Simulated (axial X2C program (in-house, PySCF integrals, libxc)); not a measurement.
## Spin–orbit effects along a row: molecules with C, HF

Computed with an in-house relativistic program for diatomic molecules, spin-free (one-electron X2C) or two-component (2c: spin–orbit coupling with atomic mean-field Coulomb and Gaunt terms, which also bring small scalar terms), in Dyall basis sets with cores contracted in-house; open shells are unrestricted.

Basis sets: Al dyall-v3z, C dyall-v3z, Cl dyall-av3z, Mg dyall-cv3z, Na dyall-cv3z, P dyall-v3z, S dyall-av3z, Si dyall-v3z.

```
molecule   spin-free state  Re (Å)  ωe (cm⁻¹)  De (eV)  2c state  Re 2c (Å)  ωe 2c (cm⁻¹)  De 2c (eV)
     NaC  M_S = 3/2, Λ = 0   2.239      454.0     1.31   Ω = 3/2      2.239         454.0        1.31
     MgC    M_S = 1, Λ = 0   2.059      591.3     1.43     Ω = 1      2.059         591.2        1.43
     AlC  M_S = 3/2, Λ = 0   1.975      649.8     2.59   Ω = 3/2      1.975         649.7        2.59
     SiC                 ?       ?          ?        ?         ?          ?             ?           ?
      PC  M_S = 1/2, Λ = 0   1.607     1014.4     2.72   Ω = 1/2      1.607        1014.2        2.72
      CS    M_S = 0, Λ = 0   1.514     1419.6     4.14     Ω = 0      1.514        1419.2        4.13
     CCl  M_S = 1/2, Λ = 1   1.665      869.1     2.15   Ω = 1/2      1.665         869.6        2.09
```

(1) Estimate the 2c Re and ωe of SiC as the mean of its neighbours in the table.

Each entry is the lowest single determinant of a limited PBE0 search at one distance. De goes to single-determinant-based atoms at the same level (for ions the charge split of lowest energy) and is withheld (n/a) where an atom does not fit its ground term or J level. Main or longest-lived isotopes. One determinant is a doubtful description, or other states lie close, for NaC, MgC, AlC, SiC, PC; these need not be ground states, and all values refer to the states named. Some open-shell Ω = 0 determinants are out of reach, so the Ω given for MgC, SiC need not be the lowest component. With several unpaired electrons the Ω given is that of one determinant, not necessarily of the lowest component. Some light 2c atoms are not at their ground J level, so De misses part of their lowering (0.04 eV or less).

Answers

(1) Re ≈ 1.791 Å, ωe ≈ 832.0 cm⁻¹. The HF runs give the row below, so the estimate misses by 0.030 Å and 8.2 cm⁻¹.

| molecule | spin-free state | Re (Å) | ωe (cm⁻¹) | De (eV) | 2c state | Re 2c (Å) | ωe 2c (cm⁻¹) | De 2c (eV) |
| --- | --- | --- | --- | --- | --- | --- | --- | --- |
| SiC | M_S = 1, Λ = 1 | 1.760 | 824.2 | 2.54 | Ω = 2 | 1.761 | 823.7 | 2.55 |
